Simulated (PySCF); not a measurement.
**Si2⁺: spin, charge, geometry and surroundings**

One physical setting of the base script is moved in each run, with the edits that it forces.

Method: each script names its method and basis; program: PySCF 2.14.0.

7 further runs of the same task are left out: 7 that didn't finish.

## (1) The system as given

Si2⁺: 2 atoms, charge 1, spin multiplicity 2.

Bond lengths: Si1–Si2 2.330 Å.

## (2) Base script

File input.py:

```python
from pyscf import gto, scf, cc

mol = gto.M(
    atom='Si 0 0 0; Si 0 0 2.33',
    basis='def2-svpd',
    charge=1,
    spin=1,
    symmetry=True,
    verbose=3,
)
mf = scf.UHF(mol)
mf.kernel()
mycc = cc.CCSD(mf, frozen=10)
mycc.kernel()
e = mycc.eaccsd(nroots=3)[0]
print('roots (eV) =', (e*27.211386).round(3))
mf.dip_moment()
print('orbital energies (hartree):', [e[max(0, n-3):n+3].round(4) for e, n in zip(mf.mo_energy, mol.nelec)])
```

Command:

```
$ OMP_NUM_THREADS=1 python input.py
```

Its log is not repeated here.

It gives: E(SCF) = -577.301279 Eh, E(CCSD) − E(SCF) = -0.13767 Eh, ⟨S²⟩ = 1.856, attachment roots -8.093, -7.662, -7.662 eV.

⟨S²⟩ = 1.86 against 0.75 for a pure state: the determinant is spin-contaminated. The bond length is a typed value, not an optimised one. Positive EA roots mean that the added electron is unbound. The dipole of an ion depends on the origin.

## (3) Charge +2 (singlet)

Edit 1 changes charge: 1 → 2; spin (2S): 1 → 0.

File input.py:

```python
from pyscf import gto, scf, cc

mol = gto.M(
    atom='Si 0 0 0; Si 0 0 2.33',
    basis='def2-svpd',
    charge=2,
    spin=0,
    symmetry=True,
    verbose=3,
)
mf = scf.UHF(mol)
mf.kernel()
mycc = cc.CCSD(mf, frozen=10)
mycc.kernel()
e = mycc.eaccsd(nroots=3)[0]
print('roots (eV) =', (e*27.211386).round(3))
mf.dip_moment()
print('orbital energies (hartree):', [e[max(0, n-3):n+3].round(4) for e, n in zip(mf.mo_energy, mol.nelec)])
```

Command:

```
$ OMP_NUM_THREADS=1 python input.py
```

## (4) Quartet

Edit 2 changes spin (2S): 1 → 3.

input.py, as its differences from that of step 2:

```diff
@@ -6,3 +6,3 @@
     charge=1,
-    spin=1,
+    spin=3,
     symmetry=True,
```

## (5) Charge +0 (triplet)

Edit 3 changes charge: 1 → 0; spin (2S): 1 → 2.

input.py, as its differences from that of step 2:

```diff
@@ -5,4 +5,4 @@
     basis='def2-svpd',
-    charge=1,
-    spin=1,
+    charge=0,
+    spin=2,
     symmetry=True,
```

## (6) Charge +3

Edit 4 changes charge: 1 → 3.

input.py, as its differences from that of step 2:

```diff
@@ -5,3 +5,3 @@
     basis='def2-svpd',
-    charge=1,
+    charge=3,
     spin=1,
```

Q: Predict the outcome of this session. Wanted: for each run, E(SCF); from base; gap, α spin; after the SCF.

As calculated:

| run | E(SCF) (hartree) | from base (eV) | gap, α spin (eV) | after the SCF |
| --- | --- | --- | --- | --- |
| base | -577.301279 | 0 | 7.95 | CCSD correlation -3.746 eV, core frozen, first root -8.09 eV |
| charge +2 (singlet) | -576.763957 | +14.6213 | 7.25 | CCSD correlation -3.715 eV, core frozen, first root -14.57 eV |
| quartet | -577.306655 | -0.1463 | 8.85 | CCSD correlation -4.060 eV, core frozen, first root -7.68 eV |
| charge +0 (triplet) | -577.571468 | -7.3522 | 8.39 | CCSD correlation -4.504 eV, core frozen, first root -1.52 eV |
| charge +3 | -576.016533 | +34.9597 | 9.14 | CCSD correlation -2.736 eV, core frozen, first root -21.54 eV |

At the SCF level, going to the singlet with one electron fewer costs 14.62 eV at fixed geometry. The quartet solution found lies 0.15 eV below the base doublet at this geometry and level, so the base is not the lowest spin state. At the SCF level, adding an electron (to the triplet) releases 7.35 eV at fixed geometry.
